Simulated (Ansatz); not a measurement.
Start from `C=NC(N)(F)F` and change one atom or group to get `NC(N)(F)F`.

Ansatz, PBE0-D4/def2-TZVP geometries, multiplicity 1. Each molecule was computed in one conformer, which needn't be the lowest.

| property | `C=NC(N)(F)F` |
| --- | --- |
| HOMO–LUMO gap (ωB97M-V/def2-TZVPP) / eV | 11.80 |
| HOMO energy (PBE/def2-TZVPP) / eV | -6.59 |
| HOMO–LUMO gap (PBE0/def2-TZVPP) / eV | 7.12 |
| LUMO energy (PBE0/def2-TZVPP) / eV | -1.03 |
| HOMO energy (ωB97M-V/def2-TZVPP) / eV | -10.57 |
| HOMO–LUMO gap (PBE/def2-TZVPP) / eV | 4.43 |

Question: Give the same properties after the change, and the shifts. (An estimate is asked.)

Answer: Computed: 
| property | `NC(N)(F)F` | shift |
| --- | --- | --- |
| HOMO–LUMO gap (ωB97M-V/def2-TZVPP) / eV | 13.04 | 1.24 |
| HOMO energy (PBE/def2-TZVPP) / eV | -6.56 | 0.03 |
| HOMO–LUMO gap (PBE0/def2-TZVPP) / eV | 9.23 | 2.11 |
| LUMO energy (PBE0/def2-TZVPP) / eV | 1.05 | 2.08 |
| HOMO energy (ωB97M-V/def2-TZVPP) / eV | -10.65 | -0.08 |
| HOMO–LUMO gap (PBE/def2-TZVPP) / eV | 6.78 | 2.35 |
